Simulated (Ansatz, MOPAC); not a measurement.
Process, species as SMILES: BN (BNH4) → [BH2] (BH2) + [NH2] (NH2) (the B-N bond breaks)

Quantity: bond dissociation energy (enthalpy at 298 K), in kcal/mol. Conventions: frozen cores in correlated levels; open shells spin-unrestricted; spin-orbit terms left out; LANL2DZ all-electron up to Ne; non-relativistic; dispersion terms only where a functional's name holds one. CBS(X,Y): correlation extrapolated as X^-3; Hartree-Fock from the larger set. First-principles rows: single points at B3LYP-D3(BJ) geometries (Ansatz, a program for electronic structure), with unscaled harmonic terms from B3LYP/6-31G* at its own minima. Semi-empirical rows: MOPAC heats of formation at their own minima for 298 K.

Coupled cluster (Ansatz) is a level with limits of its own, used here on species with T1 under 0.025 (0.045 for open shells) and stable references: CCSD(T)/CBS(def2-TZVPPD,def2-QZVPPD).

Value to compare with, CCSD(T)/CBS(def2-TZVPPD,def2-QZVPPD) (Ansatz): 141.2 kcal/mol.

| level | program | bond dissociation energy (enthalpy at 298 K) (kcal/mol) | difference |
|---|---|---|---|
| AM1 | MOPAC | 139.9 | -1.3 |
| PBE/STO-3G | Ansatz | 175.3 | 34.1 |
| PBE/3-21G | Ansatz | 155.5 | 14.3 |
| PBE/LANL2DZ | Ansatz | 148.5 | 7.3 |
| B3LYP/cc-pVDZ | Ansatz | 139.4 | -1.8 |
| MP2/LANL2DZ | Ansatz | 136.5 | -4.7 |
| B3LYP/def2-TZVPD | Ansatz | 137.2 | -4.0 |
| B2PLYP-D3(BJ)/def2-TZVPD | Ansatz + dftd3 | 139.6 | -1.6 |

Among the 6 habitual levels, PBE/STO-3G lies farthest from CCSD(T)/CBS(def2-TZVPPD,def2-QZVPPD) (Ansatz) (34.1 kcal/mol); 3 of 6 lie above it, and their mean absolute difference is 10.6 kcal/mol, the median 6.0. One case shows no general order.

The levels are drawn from those run, B3LYP/6-31G* more often than the rest, none by its result; runs whose electronic state is in doubt are left out.
